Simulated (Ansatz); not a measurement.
Reaction (formal hydrolysis of a C–F bond): `C=C(F)C(F)F` + H₂O → `C=C(O)C(F)F` + H–F

Calculated with Ansatz (gas phase, PBE0-D4/def2-TZVP geometries, no zero-point term in ΔE). CBS: MP2 limit from def2 TZ/QZ plus the TZ coupled-cluster correction, frozen cores. This one scheme is used for every species. DFT in def2-TZVPP. B3LYP here is the variant with VWN-RPA as its local correlation; programs differ in this. Each species was taken in one conformer, which may not be the lowest.

```json
{"level": "PBE0-D4", "ΔE (eV)": "-0.22"}
{"level": "B3LYP-D4", "ΔE (eV)": "-0.18"}
{"level": "ωB97M-V", "ΔE (eV)": "-0.18"}
{"level": "PBE", "ΔE (eV)": "-0.20"}
{"level": "HF/def2-TZVPP", "ΔE (eV)": "-0.09"}
{"level": "HF/def2-QZVPP", "ΔE (eV)": "-0.09"}
{"level": "HF/CBS(def2)", "ΔE (eV)": "-0.09"}
{"level": "MP2/CBS(def2)", "ΔE (eV)": "-0.28"}
```

**Question.** What does CCSD(T)/CBS give? (An estimate is asked.)

**Answer.** Ansatz gave: -0.22 eV. The listed levels differ from it by 0.00, 0.04, 0.04, 0.02, 0.13, 0.13, 0.13, -0.06 eV.

Largest T1 diagnostic among the species: 0.012.

The D4 term adds −0.03 eV with B3LYP and −0.02 eV with PBE0; it sums over pairs of atoms, weighted by their polarisabilities, and B3LYP, whose exchange is more repulsive, gets the larger term. In def2-TZVPP, CCSD(T) changes the Hartree–Fock value by −0.12 eV (the triples alone add −0.02 eV) and MP2 by −0.18 eV.
